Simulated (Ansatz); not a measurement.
CH5BS, SMILES `BSC` at its PBE0-D4/def2-TZVP geometry, where that method's forces vanish. The species carries charge 0 and has multiplicity 1.

```xyz
8

B    -0.0315    1.5358   -0.3943
S     0.6225    0.0037   -0.9285
C     0.0514   -1.2205    0.2743
H    -0.7052    1.6115    0.5883
H     0.2389    2.4806   -1.0699
H     0.9164   -1.6948    0.7372
H    -0.5352   -1.9795   -0.2427
H    -0.5575   -0.7369    1.0356
```

**Question.** What forces (eV/Å) does ωB97M-V/def2-TZVPP give on these atoms in Ansatz 0.2.0? (An estimate is asked.)

**Answer.** Ansatz gave: 
```
B1  -0.061  0.151  0.046
S2   0.055  0.038 -0.093
C3  -0.050 -0.098  0.102
H4   0.089 -0.018 -0.128
H5  -0.041 -0.123  0.098
H6  -0.090  0.040 -0.032
H7   0.049  0.067  0.063
H8   0.049 -0.057 -0.056
```
